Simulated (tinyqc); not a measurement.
Worked calculation (part 1 of 2): UHF in the sto-3g basis, for NH3, spin multiplicity 1. Computed by tinyqc, a small Python program that keeps every step (integrals from PySCF). Settings: charge = 0, multiplicity = 1, basis = sto-3g, energy threshold = 1e-10, iteration cap = 80, orthogonalisation = symmetric, start = Wolfsberg-Helmholz matrix, DIIS depth = 0, method = UHF, break = 0.2. Command: `OMP_NUM_THREADS=1 python tinyqc.py 22806 22807 out.jsonl` (the two numbers bound the seeds that draw the settings). One thread of a shared host (Intel(R) Xeon(R) Processor @ 2.60GHz), about 0.1 s of CPU time with the checks. Later iterations appear only in the table of the cycle.

## One-electron integrals

Geometry (angstrom):
```
atom,x,y,z
N,0.000000,0.000000,0.166000
H,1.121000,0.000000,0.000000
H,-0.560000,0.970000,0.000000
H,-0.560000,-0.970000,0.000000
```

Basis sto-3g: exponents (1/bohr^2) and contraction coefficients of normalised primitives:
```
element,l (shell),exponent,coefficient
N,s (1),99.106169,0.154329
N,s (1),18.052312,0.535328
N,s (1),4.885660,0.444635
N,s (2),3.780456,-0.099967
N,s (2),0.878497,0.399513
N,s (2),0.285714,0.700115
N,p (3),3.780456,0.155916
N,p (3),0.878497,0.607684
N,p (3),0.285714,0.391957
H,s (1),3.425251,0.154329
H,s (1),0.623914,0.535328
H,s (1),0.168855,0.444635
```

Overlap, kinetic and nuclear-attraction integrals over the contracted functions; the nuclear repulsion is the sum of Za Zb / Rab.

nuclear repulsion = 10.62983709 hartree

overlap S, lower triangle:
```
,1N 1s,1N 2s,1N 2px,1N 2py,1N 2pz,2H 1s,3H 1s,4H 1s
1N 1s,1.000000
1N 2s,0.235038,1.000000
1N 2px,0.000000,0.000000,1.000000
1N 2py,0.000000,0.000000,0.000000,1.000000
1N 2pz,0.000000,0.000000,0.000000,0.000000,1.000000
2H 1s,0.043863,0.422256,0.391034,0.000000,-0.057905,1.000000
3H 1s,0.043961,0.422799,-0.195684,0.338953,-0.058006,0.131281,1.000000
4H 1s,0.043961,0.422799,-0.195684,-0.338953,-0.058006,0.131281,0.131448,1.000000
```

kinetic energy T (hartree), lower triangle:
```
,1N 1s,1N 2s,1N 2px,1N 2py,1N 2pz,2H 1s,3H 1s,4H 1s
1N 1s,21.990753
1N 2s,-0.128416,0.606994
1N 2px,0.000000,0.000000,1.899358
1N 2py,0.000000,0.000000,0.000000,1.899358
1N 2pz,0.000000,0.000000,0.000000,0.000000,1.899358
2H 1s,-0.010145,0.079506,0.203208,0.000000,-0.030091,0.760032
3H 1s,-0.010134,0.079802,-0.101872,0.176457,-0.030198,-0.009284,0.760032
4H 1s,-0.010134,0.079802,-0.101872,-0.176457,-0.030198,-0.009284,-0.009271,0.760032
```

nuclear attraction V (hartree), lower triangle:
```
,1N 1s,1N 2s,1N 2px,1N 2py,1N 2pz,2H 1s,3H 1s,4H 1s
1N 1s,-47.587641
1N 2s,-5.762394,-8.250146
1N 2px,0.000020,0.000201,-8.241915
1N 2py,0.000000,0.000000,0.000000,-8.242110
1N 2pz,0.005561,0.066736,-0.000040,0.000000,-8.098380
2H 1s,-1.098187,-2.786758,-2.334857,0.000000,0.361166,-4.980994
3H 1s,-1.100664,-2.791166,1.168903,-2.024649,0.361922,-0.739438,-4.983560
4H 1s,-1.100664,-2.791166,1.168903,2.024649,0.361922,-0.739438,-0.740546,-4.983560
```

core Hamiltonian H = T + V (hartree), lower triangle:
```
,1N 1s,1N 2s,1N 2px,1N 2py,1N 2pz,2H 1s,3H 1s,4H 1s
1N 1s,-25.596888
1N 2s,-5.890810,-7.643152
1N 2px,0.000020,0.000201,-6.342557
1N 2py,0.000000,0.000000,0.000000,-6.342752
1N 2pz,0.005561,0.066736,-0.000040,0.000000,-6.199022
2H 1s,-1.108331,-2.707251,-2.131649,0.000000,0.331074,-4.220962
3H 1s,-1.110798,-2.711364,1.067031,-1.848192,0.331724,-0.748722,-4.223528
4H 1s,-1.110798,-2.711364,1.067031,1.848192,0.331724,-0.748722,-0.749817,-4.223528
```

## Two-electron integrals

Functions are numbered as in S; the eight-fold symmetry (ij|kl) = (ji|kl) = (kl|ij) leaves the list below.

Two-electron integrals (ij|kl) in chemists' order, unique and non-zero (hartree):
```
i,j,k,l,(ij|kl)
1,1,1,1,4.166630
2,1,1,1,0.640849
2,1,2,1,0.117461
2,2,1,1,0.969864
2,2,2,1,0.220936
2,2,2,2,0.708245
3,1,3,1,0.020960
3,2,3,1,0.032452
3,2,3,2,0.156449
3,3,1,1,0.967124
3,3,2,1,0.220977
3,3,2,2,0.708086
3,3,3,3,0.762805
4,1,4,1,0.020960
4,2,4,1,0.032452
4,2,4,2,0.156449
4,3,4,3,0.041119
4,4,1,1,0.967124
4,4,2,1,0.220977
4,4,2,2,0.708086
4,4,3,3,0.680568
4,4,4,4,0.762805
5,1,5,1,0.020960
5,2,5,1,0.032452
5,2,5,2,0.156449
5,3,5,3,0.041119
5,4,5,4,0.041119
5,5,1,1,0.967124
5,5,2,1,0.220977
5,5,2,2,0.708086
5,5,3,3,0.680568
5,5,4,4,0.680568
5,5,5,5,0.762805
6,1,1,1,0.120887
6,1,2,1,0.021998
6,1,2,2,0.041197
6,1,3,1,0.001136
6,1,3,2,0.002142
6,1,3,3,0.041406
6,1,4,4,0.041093
6,1,5,1,-0.000168
6,1,5,2,-0.000317
6,1,5,3,-0.000046
6,1,5,5,0.041100
6,1,6,1,0.004188
6,2,1,1,0.305812
6,2,2,1,0.070576
6,2,2,2,0.251208
6,2,3,1,0.005852
6,2,3,2,0.045203
6,2,3,3,0.261123
6,2,4,4,0.245963
6,2,5,1,-0.000867
6,2,5,2,-0.006694
6,2,5,3,-0.002245
6,2,5,5,0.246296
6,2,6,1,0.013603
6,2,6,2,0.115134
6,3,1,1,0.242920
6,3,2,1,0.056750
6,3,2,2,0.215001
6,3,3,1,0.011153
6,3,3,2,0.077407
6,3,3,3,0.234997
6,3,4,4,0.204750
6,3,5,1,-0.000607
6,3,5,2,-0.005349
6,3,5,3,-0.003144
6,3,5,5,0.205018
6,3,6,1,0.011404
6,3,6,2,0.118323
6,3,6,3,0.134627
6,4,4,1,0.007054
6,4,4,2,0.041283
6,4,4,3,0.009018
6,4,5,4,-0.001335
6,4,6,4,0.014907
6,5,1,1,-0.035972
6,5,2,1,-0.008404
6,5,2,2,-0.031838
6,5,3,1,-0.000607
6,5,3,2,-0.005349
6,5,3,3,-0.032128
6,5,4,4,-0.030320
6,5,5,1,0.007144
6,5,5,2,0.042075
6,5,5,3,0.009286
6,5,5,5,-0.033030
6,5,6,1,-0.001689
6,5,6,2,-0.017522
6,5,6,3,-0.017728
6,5,6,5,0.017532
6,6,1,1,0.458053
6,6,2,1,0.107395
6,6,2,2,0.437657
6,6,3,1,0.011052
6,6,3,2,0.117420
6,6,3,3,0.476543
6,6,4,4,0.417278
6,6,5,1,-0.001637
6,6,5,2,-0.017388
6,6,5,3,-0.008776
6,6,5,5,0.418578
6,6,6,1,0.020905
6,6,6,2,0.256607
6,6,6,3,0.295296
6,6,6,5,-0.043728
6,6,6,6,0.774606
7,1,1,1,0.121159
7,1,2,1,0.022047
7,1,2,2,0.041289
7,1,3,1,-0.000569
7,1,3,2,-0.001073
7,1,3,3,0.041263
7,1,4,1,0.000986
7,1,4,2,0.001859
7,1,4,3,-0.000136
7,1,4,4,0.041420
7,1,5,1,-0.000169
7,1,5,2,-0.000318
7,1,5,3,0.000023
7,1,5,4,-0.000040
7,1,5,5,0.041191
7,1,6,1,0.004099
7,1,6,2,0.012996
7,1,6,3,0.010228
7,1,6,4,0.000394
7,1,6,5,-0.001616
7,1,6,6,0.019699
7,1,7,1,0.004207
7,2,1,1,0.306305
7,2,2,1,0.070689
7,2,2,2,0.251586
7,2,3,1,-0.002930
7,2,3,2,-0.022630
7,2,3,3,0.250129
7,2,4,1,0.005076
7,2,4,2,0.039198
7,2,4,3,-0.006572
7,2,4,4,0.257718
7,2,5,1,-0.000869
7,2,5,2,-0.006708
7,2,5,3,0.001125
7,2,5,4,-0.001948
7,2,5,5,0.246668
7,2,6,1,0.012987
7,2,6,2,0.085386
7,2,6,3,0.068039
7,2,6,4,0.009870
7,2,6,5,-0.012608
7,2,6,6,0.149283
7,2,7,1,0.013655
7,2,7,2,0.115450
7,3,1,1,-0.121611
7,3,2,1,-0.028410
7,3,2,2,-0.107623
7,3,3,1,0.008094
7,3,3,2,0.050394
7,3,3,3,-0.113050
7,3,4,1,-0.001777
7,3,4,2,-0.015658
7,3,4,3,0.010468
7,3,4,4,-0.107075
7,3,5,1,0.000304
7,3,5,2,0.002680
7,3,5,3,-0.001791
7,3,5,4,0.000784
7,3,5,5,-0.102625
7,3,6,1,-0.004768
7,3,6,2,-0.025453
7,3,6,3,-0.010579
7,3,6,4,-0.002216
7,3,6,5,0.003683
7,3,6,6,-0.035626
7,3,7,1,-0.005722
7,3,7,2,-0.059303
7,3,7,3,0.044944
7,4,1,1,0.210647
7,4,2,1,0.049210
7,4,2,2,0.186419
7,4,3,1,-0.001777
7,4,3,2,-0.015658
7,4,3,3,0.180175
7,4,4,1,0.010146
7,4,4,2,0.068477
7,4,4,3,-0.009099
7,4,4,4,0.201112
7,4,5,1,-0.000527
7,4,5,2,-0.004642
7,4,5,3,0.000784
7,4,5,4,-0.002697
7,4,5,5,0.177762
7,4,6,1,0.009046
7,4,6,2,0.063838
7,4,6,3,0.050559
7,4,6,4,0.017324
7,4,6,5,-0.009251
7,4,6,6,0.112616
7,4,7,1,0.009911
7,4,7,2,0.102721
7,4,7,3,-0.051948
7,4,7,4,0.104935
7,5,1,1,-0.036049
7,5,2,1,-0.008422
7,5,2,2,-0.031903
7,5,3,1,0.000304
7,5,3,2,0.002680
7,5,3,3,-0.030834
7,5,4,1,-0.000527
7,5,4,2,-0.004642
7,5,4,3,0.000784
7,5,4,4,-0.031740
7,5,5,1,0.007158
7,5,5,2,0.042149
7,5,5,3,-0.004650
7,5,5,4,0.008054
7,5,5,5,-0.033098
7,5,6,1,-0.001615
7,5,6,2,-0.012613
7,5,6,3,-0.009861
7,5,6,4,-0.001436
7,5,6,5,0.012279
7,5,6,6,-0.023625
7,5,7,1,-0.001696
7,5,7,2,-0.017579
7,5,7,3,0.008890
7,5,7,4,-0.015399
7,5,7,5,0.017589
7,6,1,1,0.078557
7,6,2,1,0.018232
7,6,2,2,0.068547
7,6,3,1,0.000619
7,6,3,2,0.005343
7,6,3,3,0.069016
7,6,4,1,0.001071
7,6,4,2,0.009246
7,6,4,3,0.000340
7,6,4,4,0.069406
7,6,5,1,-0.000367
7,6,5,2,-0.003164
7,6,5,3,-0.000399
7,6,5,4,-0.000690
7,6,5,5,0.067148
7,6,6,1,0.003450
7,6,6,2,0.029040
7,6,6,3,0.027765
7,6,6,4,0.003102
7,6,6,5,-0.004908
7,6,6,6,0.062458
7,6,7,1,0.003458
7,6,7,2,0.029075
7,6,7,3,-0.011201
7,6,7,4,0.025618
7,6,7,5,-0.004916
7,6,7,6,0.008974
7,7,1,1,0.458402
7,7,2,1,0.107476
7,7,2,2,0.437930
7,7,3,1,-0.005533
7,7,3,2,-0.058755
7,7,3,3,0.432361
7,7,4,1,0.009584
7,7,4,2,0.101773
7,7,4,3,-0.025683
7,7,4,4,0.462021
7,7,5,1,-0.001640
7,7,5,2,-0.017417
7,7,5,3,0.004395
7,7,5,4,-0.007613
7,7,5,5,0.418837
7,7,6,1,0.019670
7,7,6,2,0.149146
7,7,6,3,0.115279
7,7,6,4,0.025428
7,7,6,5,-0.023596
7,7,6,6,0.271514
7,7,7,1,0.020968
7,7,7,2,0.257019
7,7,7,3,-0.147834
7,7,7,4,0.256070
7,7,7,5,-0.043822
7,7,7,6,0.062458
7,7,7,7,0.774606
8,1,1,1,0.121159
8,1,2,1,0.022047
8,1,2,2,0.041289
8,1,3,1,-0.000569
8,1,3,2,-0.001073
8,1,3,3,0.041263
8,1,4,1,-0.000986
8,1,4,2,-0.001859
8,1,4,3,0.000136
8,1,4,4,0.041420
8,1,5,1,-0.000169
8,1,5,2,-0.000318
8,1,5,3,0.000023
8,1,5,4,0.000040
8,1,5,5,0.041191
8,1,6,1,0.004099
8,1,6,2,0.012996
8,1,6,3,0.010228
8,1,6,4,-0.000394
8,1,6,5,-0.001616
8,1,6,6,0.019699
8,1,7,1,0.004108
8,1,7,2,0.013016
8,1,7,3,-0.005462
8,1,7,4,0.008672
8,1,7,5,-0.001619
8,1,7,6,0.003327
8,1,7,7,0.019714
8,1,8,1,0.004207
8,2,1,1,0.306305
8,2,2,1,0.070689
8,2,2,2,0.251586
8,2,3,1,-0.002930
8,2,3,2,-0.022630
8,2,3,3,0.250129
8,2,4,1,-0.005076
8,2,4,2,-0.039198
8,2,4,3,0.006572
8,2,4,4,0.257718
8,2,5,1,-0.000869
8,2,5,2,-0.006708
8,2,5,3,0.001125
8,2,5,4,0.001948
8,2,5,5,0.246668
8,2,6,1,0.012987
8,2,6,2,0.085386
8,2,6,3,0.068039
8,2,6,4,-0.009870
8,2,6,5,-0.012608
8,2,6,6,0.149283
8,2,7,1,0.013016
8,2,7,2,0.085513
8,2,7,3,-0.042617
8,2,7,4,0.054045
8,2,7,5,-0.012633
8,2,7,6,0.022551
8,2,7,7,0.149361
8,2,8,1,0.013655
8,2,8,2,0.115450
8,3,1,1,-0.121611
8,3,2,1,-0.028410
8,3,2,2,-0.107623
8,3,3,1,0.008094
8,3,3,2,0.050394
8,3,3,3,-0.113050
8,3,4,1,0.001777
8,3,4,2,0.015658
8,3,4,3,-0.010468
8,3,4,4,-0.107075
8,3,5,1,0.000304
8,3,5,2,0.002680
8,3,5,3,-0.001791
8,3,5,4,-0.000784
8,3,5,5,-0.102625
8,3,6,1,-0.004768
8,3,6,2,-0.025453
8,3,6,3,-0.010579
8,3,6,4,0.002216
8,3,6,5,0.003683
8,3,6,6,-0.035626
8,3,7,1,-0.005462
8,3,7,2,-0.042617
8,3,7,3,0.031321
8,3,7,4,-0.026416
8,3,7,5,0.006181
8,3,7,6,-0.008561
8,3,7,7,-0.079750
8,3,8,1,-0.005722
8,3,8,2,-0.059303
8,3,8,3,0.044944
8,4,1,1,-0.210647
8,4,2,1,-0.049210
8,4,2,2,-0.186419
8,4,3,1,0.001777
8,4,3,2,0.015658
8,4,3,3,-0.180175
8,4,4,1,0.010146
8,4,4,2,0.068477
8,4,4,3,-0.009099
8,4,4,4,-0.201112
8,4,5,1,0.000527
8,4,5,2,0.004642
8,4,5,3,-0.000784
8,4,5,4,-0.002697
8,4,5,5,-0.177762
8,4,6,1,-0.009046
8,4,6,2,-0.063838
8,4,6,3,-0.050559
8,4,6,4,0.017324
8,4,6,5,0.009251
8,4,6,6,-0.112616
8,4,7,1,-0.008672
8,4,7,2,-0.054045
8,4,7,3,0.026416
8,4,7,4,-0.024557
8,4,7,5,0.007830
8,4,7,6,-0.014831
8,4,7,7,-0.087202
8,4,8,1,-0.009911
8,4,8,2,-0.102721
8,4,8,3,0.051948
8,4,8,4,0.104935
8,5,1,1,-0.036049
8,5,2,1,-0.008422
8,5,2,2,-0.031903
8,5,3,1,0.000304
8,5,3,2,0.002680
8,5,3,3,-0.030834
8,5,4,1,0.000527
8,5,4,2,0.004642
8,5,4,3,-0.000784
8,5,4,4,-0.031740
8,5,5,1,0.007158
8,5,5,2,0.042149
8,5,5,3,-0.004650
8,5,5,4,-0.008054
8,5,5,5,-0.033098
8,5,6,1,-0.001615
8,5,6,2,-0.012613
8,5,6,3,-0.009861
8,5,6,4,0.001436
8,5,6,5,0.012279
8,5,6,6,-0.023625
8,5,7,1,-0.001619
8,5,7,2,-0.012633
8,5,7,3,0.006181
8,5,7,4,-0.007830
8,5,7,5,0.012301
8,5,7,6,-0.003691
8,5,7,7,-0.023640
8,5,8,1,-0.001696
8,5,8,2,-0.017579
8,5,8,3,0.008890
8,5,8,4,0.015399
8,5,8,5,0.017589
8,6,1,1,0.078557
8,6,2,1,0.018232
8,6,2,2,0.068547
8,6,3,1,0.000619
8,6,3,2,0.005343
8,6,3,3,0.069016
8,6,4,1,-0.001071
8,6,4,2,-0.009246
8,6,4,3,-0.000340
8,6,4,4,0.069406
8,6,5,1,-0.000367
8,6,5,2,-0.003164
8,6,5,3,-0.000399
8,6,5,4,0.000690
8,6,5,5,0.067148
8,6,6,1,0.003450
8,6,6,2,0.029040
8,6,6,3,0.027765
8,6,6,4,-0.003102
8,6,6,5,-0.004908
8,6,6,6,0.062458
8,6,7,1,0.003327
8,6,7,2,0.022551
8,6,7,3,-0.008561
8,6,7,4,0.014831
8,6,7,5,-0.003691
8,6,7,6,0.007156
8,6,7,7,0.039518
8,6,8,1,0.003458
8,6,8,2,0.029075
8,6,8,3,-0.011201
8,6,8,4,-0.025618
8,6,8,5,-0.004916
8,6,8,6,0.008974
8,7,1,1,0.078677
8,7,2,1,0.018259
8,7,2,2,0.068647
8,7,3,1,-0.001239
8,7,3,2,-0.010693
8,7,3,3,0.069703
8,7,4,4,0.068919
8,7,5,1,-0.000367
8,7,5,2,-0.003170
8,7,5,3,0.000798
8,7,5,5,0.067246
8,7,6,1,0.003325
8,7,6,2,0.022550
8,7,6,3,0.017132
8,7,6,5,-0.003689
8,7,6,6,0.039556
8,7,7,1,0.003463
8,7,7,2,0.029117
8,7,7,3,-0.016608
8,7,7,4,0.022544
8,7,7,5,-0.004923
8,7,7,6,0.007164
8,7,7,7,0.062551
8,7,8,1,0.003463
8,7,8,2,0.029117
8,7,8,3,-0.016608
8,7,8,4,-0.022544
8,7,8,5,-0.004923
8,7,8,6,0.007164
8,7,8,7,0.008998
8,8,1,1,0.458402
8,8,2,1,0.107476
8,8,2,2,0.437930
8,8,3,1,-0.005533
8,8,3,2,-0.058755
8,8,3,3,0.432361
8,8,4,1,-0.009584
8,8,4,2,-0.101773
8,8,4,3,0.025683
8,8,4,4,0.462021
8,8,5,1,-0.001640
8,8,5,2,-0.017417
8,8,5,3,0.004395
8,8,5,4,0.007613
8,8,5,5,0.418837
8,8,6,1,0.019670
8,8,6,2,0.149146
8,8,6,3,0.115279
8,8,6,4,-0.025428
8,8,6,5,-0.023596
8,8,6,6,0.271514
8,8,7,1,0.019714
8,8,7,2,0.149361
8,8,7,3,-0.079750
8,8,7,4,0.087202
8,8,7,5,-0.023640
8,8,7,6,0.039518
8,8,7,7,0.271622
8,8,8,1,0.020968
8,8,8,2,0.257019
8,8,8,3,-0.147834
8,8,8,4,-0.256070
8,8,8,5,-0.043822
8,8,8,6,0.062458
8,8,8,7,0.062551
8,8,8,8,0.774606
```

## Orthogonalisation

S = U s U^T; symmetric (Loewdin) form X = U s^(-1/2) U^T, so that X^T S X = 1.

eigenvalues of S: 0.353652  0.450439  0.450862  0.958025  1.022101  1.417913  1.418113  1.928895

X, lower triangle:
```
,1N 1s,1N 2s,1N 2px,1N 2py,1N 2pz,2H 1s,3H 1s,4H 1s
1N 1s,1.024635
1N 2s,-0.147786,1.282593
1N 2px,0.000016,-0.000243,1.120476
1N 2py,0.000000,0.000000,0.000000,1.120698
1N 2pz,0.003478,-0.035024,0.000038,0.000000,1.004700
2H 1s,0.021072,-0.256831,-0.262580,0.000000,0.034575,1.172352
3H 1s,0.021094,-0.257375,0.131470,-0.227766,0.034666,-0.036104,1.172868
4H 1s,0.021094,-0.257375,0.131470,0.227766,0.034666,-0.036104,-0.036159,1.172868
```

## Starting guess

The start is the generalised Wolfsberg-Helmholz matrix (K = 1.75) built on H, with HOMO and LUMO mixed by +/-0.2 rad for the two spins; D(s) = C_occ C_occ^T for each spin.

D(alpha) at the start, lower triangle:
```
,1N 1s,1N 2s,1N 2px,1N 2py,1N 2pz,2H 1s,3H 1s,4H 1s
1N 1s,1.022145
1N 2s,-0.089775,0.460171
1N 2px,0.005066,-0.018137,0.665118
1N 2py,0.000000,0.000000,0.000000,0.636217
1N 2pz,-0.017550,0.062836,-0.164577,0.000000,0.953558
2H 1s,-0.069054,0.172033,0.189819,0.000000,0.176796,0.168439
3H 1s,-0.060241,0.140271,-0.095192,0.193169,-0.108436,-0.006156,0.139298
4H 1s,-0.060241,0.140271,-0.095192,-0.193169,-0.108436,-0.006156,0.021997,0.139298
```

D(beta) at the start, lower triangle:
```
,1N 1s,1N 2s,1N 2px,1N 2py,1N 2pz,2H 1s,3H 1s,4H 1s
1N 1s,1.022156
1N 2s,-0.089817,0.460337
1N 2px,-0.005232,0.018813,0.665079
1N 2py,0.000000,0.000000,0.000000,0.636217
1N 2pz,-0.017714,0.063566,0.164459,0.000000,0.953415
2H 1s,-0.057138,0.129274,0.190223,0.000000,-0.203974,0.167557
3H 1s,-0.066175,0.161563,-0.094825,0.193169,0.081156,-0.006374,0.139733
4H 1s,-0.066175,0.161563,-0.094825,-0.193169,0.081156,-0.006374,0.022433,0.139733
```

## Iteration 1: building the Fock matrix

J_ij = sum D_kl (ij|kl) with D = D(alpha) + D(beta), K_ij = sum D_kl (ik|jl) for each spin; F = H + J - K(s); E = tr D H + tr D J / 2 - 0.5 sum_s tr D(s) K(s) + E_nn.

Coulomb J (hartree), lower triangle:
```
,1N 1s,1N 2s,1N 2px,1N 2py,1N 2pz,2H 1s,3H 1s,4H 1s
1N 1s,15.025362
1N 2s,2.817889,7.104947
1N 2px,0.000090,0.001900,7.108256
1N 2py,0.000000,0.000000,0.000000,7.104906
1N 2pz,0.001127,-0.010476,-0.000223,0.000000,7.081396
2H 1s,0.528237,2.502215,2.136629,0.000000,-0.319350,4.421957
3H 1s,0.529401,2.503255,-1.066962,1.848720,-0.319447,0.680900,4.409407
4H 1s,0.529401,2.503255,-1.066962,-1.848720,-0.319447,0.680900,0.681344,4.409407
```

exchange K(alpha) (hartree), lower triangle:
```
,1N 1s,1N 2s,1N 2px,1N 2py,1N 2pz,2H 1s,3H 1s,4H 1s
1N 1s,4.222582
1N 2s,0.732070,1.069720
1N 2px,-0.000190,-0.009423,0.888583
1N 2py,0.000000,0.000000,0.000000,0.881883
1N 2pz,-0.001660,0.009716,-0.057986,0.000000,0.926181
2H 1s,0.140331,0.452689,0.370568,0.000000,-0.017976,0.493294
3H 1s,0.141193,0.450557,-0.185636,0.322532,-0.066285,0.127057,0.490943
4H 1s,0.141193,0.450557,-0.185636,-0.322532,-0.066285,0.127057,0.129888,0.490943
```

exchange K(beta) (hartree), lower triangle:
```
,1N 1s,1N 2s,1N 2px,1N 2py,1N 2pz,2H 1s,3H 1s,4H 1s
1N 1s,4.222590
1N 2s,0.732062,1.069753
1N 2px,-0.000008,0.008837,0.887333
1N 2py,0.000000,0.000000,0.000000,0.883135
1N 2pz,-0.001673,0.010021,0.057855,0.000000,0.926139
2H 1s,0.140921,0.449370,0.371654,0.000000,-0.082640,0.500202
3H 1s,0.140898,0.452198,-0.184500,0.322560,-0.034070,0.127787,0.487496
4H 1s,0.140898,0.452198,-0.184500,-0.322560,-0.034070,0.127787,0.128440,0.487496
```

F(alpha) (hartree), lower triangle:
```
,1N 1s,1N 2s,1N 2px,1N 2py,1N 2pz,2H 1s,3H 1s,4H 1s
1N 1s,-14.794108
1N 2s,-3.804991,-1.607925
1N 2px,0.000300,0.011523,-0.122884
1N 2py,0.000000,0.000000,0.000000,-0.119729
1N 2pz,0.008348,0.046544,0.057723,0.000000,-0.043807
2H 1s,-0.720425,-0.657725,-0.365588,0.000000,0.029700,-0.292300
3H 1s,-0.722590,-0.658666,0.185706,-0.322004,0.078562,-0.194879,-0.305064
4H 1s,-0.722590,-0.658666,0.185706,0.322004,0.078562,-0.194879,-0.198362,-0.305064
```

F(beta) (hartree), lower triangle:
```
,1N 1s,1N 2s,1N 2px,1N 2py,1N 2pz,2H 1s,3H 1s,4H 1s
1N 1s,-14.794116
1N 2s,-3.804983,-1.607957
1N 2px,0.000118,-0.006736,-0.121634
1N 2py,0.000000,0.000000,0.000000,-0.120981
1N 2pz,0.008361,0.046240,-0.058117,0.000000,-0.043766
2H 1s,-0.721015,-0.654406,-0.366674,0.000000,0.094364,-0.299207
3H 1s,-0.722295,-0.660307,0.184570,-0.322032,0.046347,-0.195608,-0.301617
4H 1s,-0.722295,-0.660307,0.184570,0.322032,0.046347,-0.195608,-0.196913,-0.301617
```

total energy of this density = -55.08915176 hartree
